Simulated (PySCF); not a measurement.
Species: SiCl₂ (singlet state).
InChI=1S/Cl2Si/c1-3-2

All values: CAM-B3LYP/def2-SVPD (PySCF, non-relativistic), on one gas-phase PBE0-D3(BJ)/def2-SVP geometry that isn't relaxed in the solvent. The solvent is an IEF-PCM continuum (cavity from Bondi-type radii × 1.2), and excitations are vertical TDDFT with non-equilibrium linear response and a frozen core. Only the electrostatic response of the medium enters.

Gas-phase singlets (H = HOMO, L = LUMO):

```json
{"state": "S1", "E (eV)": "3.892", "λ (nm)": "319", "f": "0.030", "leading configuration": "H→L 99%"}
{"state": "S2", "E (eV)": "5.046", "λ (nm)": "246", "f": "0.000", "leading configuration": "H-1→L 99%"}
{"state": "S3", "E (eV)": "5.890", "λ (nm)": "211", "f": "0.018", "leading configuration": "H-2→L 89%"}
{"state": "S4", "E (eV)": "6.455", "λ (nm)": "192", "f": "0.009", "leading configuration": "H-4→L 98%"}
{"state": "S5", "E (eV)": "6.625", "λ (nm)": "187", "f": "0.034", "leading configuration": "H-3→L 49%"}
```

Task: What are the lowest 5 singlets in cyclohexane (ε = 2.017)?

Result: 
```tsv
state	E (eV)	λ (nm)	f	leading configuration	change by rank (eV)
S1	3.860	321	0.036	H→L 99%	-0.032
S2	5.125	242	0.000	H-1→L 99%	+0.079
S3	5.927	209	0.025	H-2→L 90%	+0.037
S4	6.516	190	0.010	H-4→L 99%	+0.061
S5	6.599	188	0.091	H→L+2 64%	-0.026
```

Task: Give the list for chloroform (ε = 4.711), n² = 2.09.

Result: 
```csv
state,E (eV),λ (nm),f,leading configuration,change by rank (eV)
S1,3.887,319,0.037,H→L 99%,-0.005
S2,5.195,239,0.000,H-1→L 99%,+0.149
S3,5.979,207,0.024,H-2→L 90%,+0.089
S4,6.579,188,0.010,H-4→L 99%,+0.124
S5,6.608,188,0.113,H→L+2 69%,-0.017
```

Task: How do the frontier levels move from gas to chloroform?

Result: 
| orbital | gas (eV) | solvent (eV) | change (eV) |
| --- | --- | --- | --- |
| LUMO+2 | 0.89 | 0.98 | +0.09 |
| LUMO+1 | 0.71 | 0.82 | +0.11 |
| LUMO | -1.91 | -1.73 | +0.18 |
| HOMO | -9.18 | -9.08 | +0.10 |
| HOMO-1 | -10.63 | -10.61 | +0.02 |
| HOMO-2 | -11.08 | -11.05 | +0.03 |
| HOMO-3 | -11.94 | -11.89 | +0.05 |

The HOMO–LUMO gap goes from 7.28 to 7.34 eV.
